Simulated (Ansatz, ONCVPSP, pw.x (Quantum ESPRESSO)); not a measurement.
Ta: does the ONCV potential hold in the solid?

tantalum, optimised norm-conserving Vanderbilt (ONCV), made with ONCVPSP 4.0.1.1 (patched build) (PBEsol, scalar-relativistic). Core [Kr] 4d10 4f14, reference 5s2 5p6 5d3 6s1 (charge +1). Waves: 5s+6s: rc 2.05 bohr, ncon 3, nbas 6, qcut 7 1/bohr, 2 projectors; 5p: rc 1.45 bohr, ncon 4, nbas 7, qcut 6.7 1/bohr, 2 projectors, debl 3.9 Ha; 5d: rc 2.00 bohr, ncon 4, nbas 8, qcut 4.2 1/bohr, 2 projectors, debl 2 Ha. Local part: polynomial inside 1.35 bohr (lpopt 1, dvloc0 4 Ha). Core correction: Teter function, fcfact 6, rcfact 1.58.

Atomic tests: cutoffs needed: 31 Ha and 65 Ha (the cutoffs (Ha) at which the residual kinetic energy of the hardest occupied pseudo-wave falls to 1 and 0.1 mHa per electron); ghost test: no bound ghost flagged; no localised positive-energy state flagged; largest excitation error: -32 meV (all-electron minus pseudo) for 5s2 5p6 5d2 6s0, out of 4 test configurations.

Crystal test: fcc Ta in pw.x 7.5, no spin, 14³ k-points, Fermi–Dirac smearing 0.01 Ry, cutoffs 150/600 Ry. The reference is all-electron LAPW (Ansatz 0.2.0) with the same functional, mesh and smearing; V0 and B0 come from Birch–Murnaghan fits to the pressures at five volumes. Errors are pseudo minus all-electron; Δ is the rms difference of the E(V) curves that follow from these fits, minima aligned, over ±6 % about the mean V0. Mesh and smearing are coarse, so the numbers serve the comparison and aren't converged zero-temperature values; the lattice is a test structure that the element need not adopt.

```
V (Å³/atom)  P all-electron (GPa)  P pseudo (GPa)
     17.367                 10.42            7.31
     17.824                  4.57            1.74
     18.281                 -0.64           -3.21
     18.738                 -5.27           -7.63
     19.195                 -9.40          -11.56
```

All-electron: a0 = 4.177 Å (V0 = 18.22 Å³/atom), B0 = 198.7 GPa.

Pseudopotential: mean pressure error (GPa): -2.61; a0 (Å): 4.159; a0 error (%): -0.45; B0 error (%): -0.0; Δ (meV/atom): 10.6.

Question: At the middle volume, how do free energy and pressure move when the wave cutoff is lowered (ecutrho kept at four times it)?

Answer:

```csv
cutoff (Ry),shift of F (meV/atom),shift of P (GPa)
68,+151.9,-1.59
90,+101.5,-0.20
120,+33.4,-1.35
```

The run at the middle volume (104 k-points, 8 iterations) took about 41 s on one core of a shared host (Intel(R) Xeon(R) 6975P-C, 192 threads, 756 GiB, load 70).
